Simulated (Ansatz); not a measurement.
Results of PBEsol (PAW; Ansatz, a quantum-chemistry and plane-wave program) for hcp Cd.

Settings: plane-wave cutoff 500 eV, 30×30×14 k mesh (along the axes of the cell as run), Fermi–Dirac smearing 0.1 eV, scalar-relativistic PAW data made under PBE.

Computed at the level's own relaxed cell.

Problem. Give the computed equilibrium volume per atom, equilibrium lattice constant a and lattice parameter c.

Solution. 
- equilibrium volume per atom: 21.00 Å³/atom
- equilibrium lattice constant a: 2.957 Å
- lattice parameter c: 5.548 Å

Measured, for comparison: lattice constant a 2.979 Å, lattice parameter c 5.617 Å (293 K, no zero-point or thermal correction; as tabulated in Wikipedia's data pages). Computed (rounded) less measured: lattice constant a -0.7 %, lattice parameter c -1.2 %. A static lattice is as a rule a little smaller and stiffer than an uncorrected measurement, which narrows the difference in the lattice constant a, lattice parameter c and would widen misses of the other sign.

Computed values are for the static lattice.
